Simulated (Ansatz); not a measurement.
in.yaml

```yaml
crystal:
  periodic: [false, false, false]
  atoms:
    - {symbol: B, position_ang: [0.000000, 0.000000, 0.275797]}
    - {symbol: B, position_ang: [0.000000, 0.000000, -3.400595]}
    - {symbol: H, position_ang: [0.000000, 0.000000, 3.124798]}
basis:
  gaussian: {orbitals: 6-31G}
magnetization: {spin_polarized: false, initial_magnetization: 3}
correlation: {method: ccsd_t, electrons: outside_noble_gas}
output: {forces: true}
```

```sh
$ ansatz run in.yaml --threads 1 --pin off --events-out ev --progress --plain --max-ram 2393MiB
```

The program prints:

```
284 factors; integrals over basis functions are off by at most 2.5e-4 eV
mean field evaluation 1: about -1345.3795 eV, gradient 5.4e0 eV
mean field evaluation 2: about -1345.3807 eV, gradient 5.4e0 eV
mean field evaluation 4: about -1346.5186 eV, gradient 3.5e0 eV
mean field evaluation 8: about -1347.8938 eV, gradient 1.8e0 eV
mean field evaluation 16: about -1348.0067 eV, gradient 5.1e-6 eV
mean field evaluation 32: about -1348.0067 eV, gradient 6.1e-3 eV
mean field evaluation 64: about -1347.9685 eV, gradient 6.1e-2 eV
mean field evaluation 96: about -1348.0067 eV, gradient 1.5e-2 eV
mean field evaluation 128: about -1347.8088 eV, gradient 7.7e-1 eV
mean field evaluation 160: about -1347.9466 eV, gradient 5.2e-4 eV
...
cycle   9  -2.31590548 eV  change   -1.2e-8 eV  update   1.5e-7
cycle  10  -2.31590547 eV  change    1.4e-8 eV  update   1.1e-7
cycle  11  -2.31590549 eV  change   -2.0e-8 eV  update   9.0e-8
cycle  12  -2.31590548 eV  change    7.3e-9 eV  update   7.6e-8
cycle  13  -2.31590547 eV  change    8.8e-9 eV  update   6.3e-8
cycle  14  -2.31590546 eV  change    8.5e-9 eV  update   4.6e-8
cycle  15  -2.31590549 eV  change   -2.4e-8 eV  update   4.2e-8
cycle  16  -2.31590548 eV  change    1.1e-8 eV  update   2.9e-8
cycle  17  -2.31590547 eV  change    9.1e-9 eV  update   2.6e-8
cycle  18  -2.31590547 eV  change  -6.1e-10 eV  update   2.0e-8
perturbative correction -0.02196014 eV, -0.0008070202 hartree
the calculation of the forces begins
the multipliers restart with 30 DIIS vectors
Total energy: -1350.34457900 eV, -49.6242479818 hartree
Atom 0 at     0.000000     0.000000     0.275797 Å, force    -0.000000    -0.000000    -0.118539 eV/Å
Atom 1 at     0.000000     0.000000    -3.400595 Å, force    -0.000000    -0.000000     0.100271 eV/Å
Atom 2 at     0.000000     0.000000     3.124798 Å, force     0.000000    -0.000000     0.018268 eV/Å
Dipole moment:     0.000000     0.000000    -0.085167 e Å
```

Forces (eV/Å):
```
B    0.000  0.000 -0.119
B    0.000  0.000  0.100
H    0.000  0.000  0.018
```

For the same geometry and basis full CI lies 28.2 meV lower.

Ran on 1 thread of Arm Neoverse V2, shared host: 2.4 s wall, 0.08 GiB peak host memory.
